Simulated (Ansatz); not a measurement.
Species: NH3, charge 0, singlet. NH3 (SMILES N).
B3LYP-D3(BJ)/def2-TZVP minimum from Ansatz (a program for electronic structure):
```xyz
4

N      0.0022    -0.0038     0.1116
H     -0.0020     0.9512    -0.2281
H      0.8095    -0.4644    -0.2929
H     -0.8232    -0.4600    -0.2599
```
Charge 0, spin multiplicity 1.

Total energies in cc-pVQZ, 8 correlated electrons, 1 frozen orbitals. Open shells are spin-unrestricted; no spin-orbit coupling. Correlated methods leave the cores frozen. No relativity.

```tsv
method	program	energy (Eh)	minus CCSDT(Q) (mEh)
HF	Ansatz	-56.22299	270.48
MP2	Ansatz	-56.47456	18.91
CCSD	Ansatz	-56.48427	9.20
CCSD(T)	Ansatz	-56.49297	0.50
CCSDT(Q)	Ansatz	-56.49347	0.00
```

Rough core times of Ansatz's runs on a shared machine: CCSD(T) under 20 s, CCSDT(Q) 8 min.
